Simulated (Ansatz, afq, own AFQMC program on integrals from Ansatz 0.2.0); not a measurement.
# InH2⁺, singlet in def2-TZVP along one coordinate

```
atom   x (Å)   y (Å)    z (Å)
  In  0.0000  0.0000   0.0000
   H  0.0000  0.0000  -1.6654
   H  0.0000  0.0000   1.6654
```

All coordinates are scaled about the centre. Energies in kJ/mol count from this geometry (1.000) at the same level; the start stands on RHF, each point on the determinant named.

Basis def2-TZVP with its core potentials. Noble-gas cores (and the filled d shells of Ga–Kr and In–Xe) are frozen. Integrals, coupled cluster, full CI and functionals: Ansatz 0.2.0; the random walks run on the same integrals in our own AFQMC program. ph-AFQMC/CISD is guided by a CISD state made of CCSD amplitudes; releasing the constraint for a short imaginary time cuts its bias at the price of noise, slowly where states lie close. Uncertainties: one standard error, sampling alone. No spin–orbit coupling.

Cautions, each for one point or more: cluster runs in doubt by the program's own checks; inner d shell frozen; no spin-orbit coupling; restricted determinant unstable towards unrestricted; strong correlation.

```csv
scale of all distances,det.,T1,weight,CCSD(T),ph-AFQMC/CISD,released AFQMC,FCI,CCSDT(Q),B2PLYP,CCSD
0.872,RHF,0.007,0.96,105.3,105.4 ± 0.05,105.5 ± 0.04,105.5,105.5,92.0,104.8
1.112,RHF,0.016,0.94,26.5,26.3 ± 0.1,26.2 ± 0.05,26.1,26.1,35.2,27.3
1.299,RHF,0.034,0.87,147.7,147.8 ± 0.2,–,146.5,146.5,180.9§,151.4
1.507,RHF,0.086,0.69,251.7,259.8 ± 0.3,–,255.2,255.3,264.8§,264.8
```

Weight is that of the determinant in the CISD state; at the start T1 is 0.011 and the weight 0.95. A dash marks a missing value, a released energy that hasn't settled or a functional that sits on another state. § marks a functional whose ⟨S²⟩ is too high by over 0.1. Largest departures from full CI: CCSD(T) -3.5 kJ/mol at 1.507 (on RHF), ph-AFQMC/CISD 4.6 kJ/mol at 1.507 (on RHF), released AFQMC -0.1 kJ/mol at 0.872 (on RHF) (within the noise), CCSDT(Q) 0.1 kJ/mol at 1.507 (on RHF), B2PLYP -13.5 kJ/mol at 0.872, CCSD 9.5 kJ/mol at 1.507 (on RHF). Functionals count only at points shown to share the start's state and spin.

Some points may be missing: those where a free walk finds a much lower state, and past Zn most of those on another determinant than at the start.

CCSDT and higher add their correlation energy to the determinant of the CCSD(T) run, since their own runs factorise the integrals more tightly (a shift of under 2 meV). A walk keeps the symmetry of its determinant, which the program's search chose and which needn't be the lowest solution, so a lower state of the same spin and another symmetry isn't excluded. Released energies are given only where the last usable release times agree within the noise; a slower fall can still hide under it.
